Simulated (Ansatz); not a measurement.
**Equation of state of Nb**

```cif
data_structure
_symmetry_space_group_name_H-M 'P 1'
_symmetry_Int_Tables_number 1
_cell_length_a 2.8664
_cell_length_b 2.8664
_cell_length_c 2.8664
_cell_angle_alpha 109.471
_cell_angle_beta 109.471
_cell_angle_gamma 109.471
_cell_volume 18.13
loop_
_atom_site_label
_atom_site_type_symbol
_atom_site_fract_x
_atom_site_fract_y
_atom_site_fract_z
_atom_site_occupancy
Nb1 Nb 0.00000 0.00000 0.00000 1
```

The runs use the primitive cell with vectors (-1.655, 1.655, 1.655), (1.655, -1.655, 1.655), (1.655, 1.655, -1.655) Å, to which the k mesh refers.

The structure comes from a relaxation in the same program, started in the bcc type, and has space group Im-3m. Whether it is a known phase or the ground state wasn't checked.

Spin polarisation is left out, and whether a magnetic state lies lower isn't shown here.

Levels of theory: DFT, PBE, all-electron LAPW, scalar-relativistic (Ansatz 0.2.0); DFT, PBE, PAW with Ansatz's default frozen-core files, scalar-relativistic (Ansatz 0.2.0).

For LAPW: a Γ-centred 16×16×16 k mesh, Fermi–Dirac smearing of 0.08 eV, basis error target 1 meV/atom, no spin polarisation. PAW takes a cutoff of 420 eV at this cell. The Ansatz runs share mesh, smearing and spin set-up. Plane-wave (PAW) pressures include the program's estimate of the Pulay term.

The cell above is scaled evenly, with fractional coordinates and shape held.

Q: Estimate the equilibrium volume and bulk modulus that all-electron LAPW gives for this fixed shape.

A: V0 = 18.13 Å³/atom, B0 = 170 GPa, B0′ = 3.9, from a third-order Birch–Murnaghan fit to these pressures:
```csv
V/V(cell),V (Å³/atom),"P, LAPW (GPa)","P, PAW (GPa)","free energy over the lowest listed, PAW (meV/atom)"
0.9600,17.404,7.50,7.51,16.4
0.9800,17.767,3.56,3.57,4.0
1.0000,18.129,-0.01,0.00,0.0
1.0200,18.492,-3.25,-3.24,3.7
1.0400,18.855,-6.19,-6.18,14.5
```

PAW's V0 lies 0.00 % from the all-electron value and its B0 0.0 %. Symmetry fixes shape and coordinates here, so this is the relaxed modulus.
